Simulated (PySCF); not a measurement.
## `C[C@H](N)CCN`, C4H12N2

Cartesian coordinates in Å; atom numbers follow the order of the lines, from 1:
```xyz
18

C    -1.7031    0.7788    0.2115
C    -0.9652   -0.2770   -0.6111
N    -1.6600   -1.5544   -0.6791
C     0.4511   -0.5276   -0.1025
C     1.4020    0.6518   -0.2134
N     2.7119    0.2951    0.2950
H    -1.1980    1.7572    0.1931
H    -1.7820    0.4610    1.2650
H    -2.7248    0.9292   -0.1723
H    -0.8845    0.0961   -1.6496
H    -1.7416   -1.9450    0.2600
H    -2.6147   -1.4177   -1.0065
H     0.4185   -0.8508    0.9537
H     0.8563   -1.3807   -0.6730
H     1.0222    1.4928    0.3910
H     1.3993    1.0098   -1.2675
H     3.3517    1.0828    0.2249
H     3.1143   -0.4500   -0.2713
```

The calculation used PySCF, TDDFT CAM-B3LYP/def2-TZVPD excited states, vertical, gas phase. Geometry: PBE0-D3(BJ)/def2-SVP.

Question: How strongly do the lowest singlets absorb one photon, and two photons of half the energy?

Answer: δ for parallel linear polarisation; σ at the peak of a Lorentzian of half width 0.1 eV, single beam; Ω is circular over linear.
| state | E (eV) | f | photon λ (nm) | δ (au) | σ (GM) | Ω | main |
| --- | --- | --- | --- | --- | --- | --- | --- |
| S1 | 5.99 | 0.012 | 414 | 33.1 | 0.43 | 1.50 | HOMO→LUMO 0.40, HOMO→LUMO+1 0.38 |
| S2 | 6.15 | 0.036 | 403 | 36.8 | 0.51 | 0.74 | HOMO−1→LUMO 0.37, HOMO−1→LUMO+1 0.30 |
| S3 | 6.98 | 0.005 | 355 | 38.5 | 0.69 | 1.44 | HOMO−1→LUMO+2 0.35, HOMO−1→LUMO+3 0.19 |
| S4 | 7.03 | 0.020 | 353 | 9.62 | 0.17 | 1.33 | HOMO→LUMO+2 0.39, HOMO→LUMO+5 0.17 |
| S5 | 7.23 | 0.015 | 343 | 65 | 1.25 | 0.41 | HOMO→LUMO+4 0.30, HOMO→LUMO 0.26 |
| S6 | 7.34 | 0.005 | 338 | 54 | 1.07 | 1.49 | HOMO−1→LUMO+4 0.27, HOMO−1→LUMO 0.27 |

Among these, the strongest one-photon state is S2, the strongest two-photon state S5, with a dipole change of 6.1 D (relaxed, norm of the difference vector).
